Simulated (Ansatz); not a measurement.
The inner images of a band of BH3 + FH (6 atoms, charge 0, multiplicity 1) are given out of order.

Theory: Ansatz, RKS B3LYP-D4/def2-TZVP.

Image 0:

```xyz
6
Properties=species:S:1:pos:R:3
B -0.004 0.223 0.011
H -0.011 0.624 1.137
H 1.026 0.164 -0.578
H -1.035 0.107 -0.570
F 0.056 -1.829 0.721
H 0.074 -1.691 1.639
```

Image 8:

```xyz
6
Properties=species:S:1:pos:R:3
B 0.011 -0.475 -0.579
H 0.016 0.222 2.303
H 1.050 0.110 -0.635
H -1.058 0.052 -0.617
F 0.048 -1.793 -0.483
H 0.038 -0.519 2.371
```

**Question.** Put them in order from the first end to the last, with their energies above the first end.
A.
```xyz
6
Properties=species:S:1:pos:R:3
B 0.000 0.138 0.039
H -0.002 0.459 1.197
H 1.031 0.146 -0.547
H -1.039 0.085 -0.533
F 0.062 -1.828 0.688
H 0.054 -1.403 1.518
```
B.
```xyz
6
Properties=species:S:1:pos:R:3
B 0.003 0.027 0.063
H 0.003 0.310 1.253
H 1.042 0.122 -0.495
H -1.046 0.062 -0.482
F 0.059 -1.787 0.657
H 0.045 -1.137 1.364
```
C.
```xyz
6
Properties=species:S:1:pos:R:3
B 0.015 -0.445 -0.165
H 0.010 0.178 1.582
H 1.040 0.131 -0.374
H -1.040 0.078 -0.361
F 0.051 -1.777 0.034
H 0.029 -0.567 1.644
```
D.
```xyz
6
Properties=species:S:1:pos:R:3
B 0.013 -0.466 -0.453
H 0.015 0.204 2.038
H 1.052 0.119 -0.500
H -1.056 0.063 -0.482
F 0.049 -1.789 -0.390
H 0.033 -0.533 2.147
```
E.
```xyz
6
Properties=species:S:1:pos:R:3
B 0.009 -0.160 0.061
H 0.007 0.190 1.314
H 1.043 0.119 -0.446
H -1.045 0.060 -0.433
F 0.056 -1.736 0.555
H 0.036 -0.877 1.309
```
F.
```xyz
6
Properties=species:S:1:pos:R:3
B 0.014 -0.458 -0.321
H 0.013 0.187 1.807
H 1.049 0.128 -0.415
H -1.051 0.073 -0.401
F 0.050 -1.780 -0.202
H 0.031 -0.553 1.892
```
G.
```xyz
6
Properties=species:S:1:pos:R:3
B 0.014 -0.358 -0.005
H 0.010 0.160 1.406
H 1.034 0.125 -0.402
H -1.034 0.072 -0.389
F 0.052 -1.759 0.319
H 0.030 -0.642 1.431
```

**Answer.** A (+0.04 eV), B (+0.20 eV), E (+0.50 eV), G (-0.30 eV), C (-0.97 eV), F (-1.21 eV), D (-1.28 eV).

The run took 100 s on 2 threads of Intel(R) Xeon(R) Platinum 8259CL CPU @ 2.50GHz (Skylake/Cascade Lake) (shared host), peak memory 0.14 GiB.
